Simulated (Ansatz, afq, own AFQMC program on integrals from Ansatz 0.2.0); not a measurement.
# Where AFQMC and coupled cluster stand for SiH, quartet

```xyz
2

Si    0.0000    0.0000    0.0000
H     0.0000    0.0000    1.4995
```

Basis cc-pVTZ. Only valence electrons are correlated. Integrals, coupled cluster, full CI and functionals: Ansatz 0.2.0; the random walks run on the same integrals in our own AFQMC program. The CISD trial takes its coefficients from CCSD amplitudes. Released means that phaseless walkers are propagated on without the constraint, phases kept. Free projection: walkers drawn from exp(T), propagated without any constraint. Its projection time is finite, and what remains of the start isn't in its error. Uncertainties: one standard error, sampling alone.

Determinant: UHF, the one that the program's search chose, which needn't be the lowest solution. The geometry is a point of a scan.

Full CI on the same integrals is exact in this basis and with this determinant's frozen core.

Cautions: lower spins were not checked.

* T1 diagnostic: 0.0325
* weight of the determinant in the CISD state: 0.932
* ⟨S²⟩ of the determinant: 3.753
* size of the correlated space: 5 electrons in 43 orbitals

| level | correlation energy (eV) |
| --- | --- |
| MP2 | -1.6824 |
| CCSD | -2.1746 |
| CCSD(T) | -2.2526 |

Task: Estimate where AFQMC with the constraint released lies against CCSD(T) on the same integrals.

Result: 2.2 ± 0.08 kJ/mol below CCSD(T).

Reference: full CI, correlation energy -2.277 eV. The released energy is read at 2.40 1/Eh (meV from the phaseless value at times in 1/Eh: -0.8 ± 1.1 at 0.24, -2.2 ± 1.0 at 0.51, -3.9 ± 1.0 at 0.99, -4.6 ± 0.9 at 1.62, -4.6 ± 0.8 at 2.40).

| level | E − E(reference) (kJ/mol) | share of correlation (%) |
| --- | --- | --- |
| CCSD(T) | 2.3 | 98.94 |
| CCSDT | 0.2 | 99.91 |
| CCSDT(Q) | 0.0 | 99.99 |
| CCSDTQ | 0.0 | 100.00 |
| ph-AFQMC/HF | 0.3 ± 1.4 | 99.85 |
| ph-AFQMC/CISD | 0.6 ± 0.1 | 99.73 |
| released AFQMC | 0.2 ± 0.08 | 99.93 |
| free AFQMC | 0.1 ± 0.07 | 99.97 |

CCSDT and higher add their correlation energy to the determinant of the CCSD(T) run, since their own runs factorise the integrals more tightly (a shift of under 2 meV). Free projections are given only where their last times agree within the noise and don't stop above the reference; a slow remainder of the start can still hide under it. A walk keeps the symmetry of its determinant, which the program's search chose and which needn't be the lowest solution, so a lower state of the same spin and another symmetry isn't excluded. Released energies are given only where the last usable release times agree within the noise; a slower fall can still hide under it.
